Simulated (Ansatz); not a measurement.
System: pyrite PtSb2. Method: r²SCAN in Ansatz (plane waves, PAW).

Numerical settings: plane-wave cutoff 500 eV, 6×6×6 k mesh, gaussian smearing 0.02 eV, scalar-relativistic PAW data made under PBE.

Computed at the level's own relaxed cell.

Problem. What does this level give for the equilibrium volume per atom, lattice constant a and band gap?

Solution. 
* **equilibrium volume per atom**: 22.94 Å³/atom
* **lattice constant a**: 6.505 Å
* **band gap**: 0.02 eV (under three smearing widths, so not firm)

Measured, for comparison: band gap 0.11 eV (low temperature, zero-point motion not removed; as tabulated in Saeed et al. (2013), arXiv:1402.4256); equilibrium volume per atom 22.26 Å³/atom, lattice constant a 6.44 Å (temperature not stated, no zero-point or thermal correction; as tabulated in Saeed et al. (2013), arXiv:1402.4256). Computed (rounded) less measured: equilibrium volume per atom +3.1 %, lattice constant a +1.0 %.

Spin–orbit coupling is not included; with these elements it can move the gap by several tenths of an eV or more.

Computing time: very roughly 5 core-minutes.

Ansatz is a program for electronic structure.
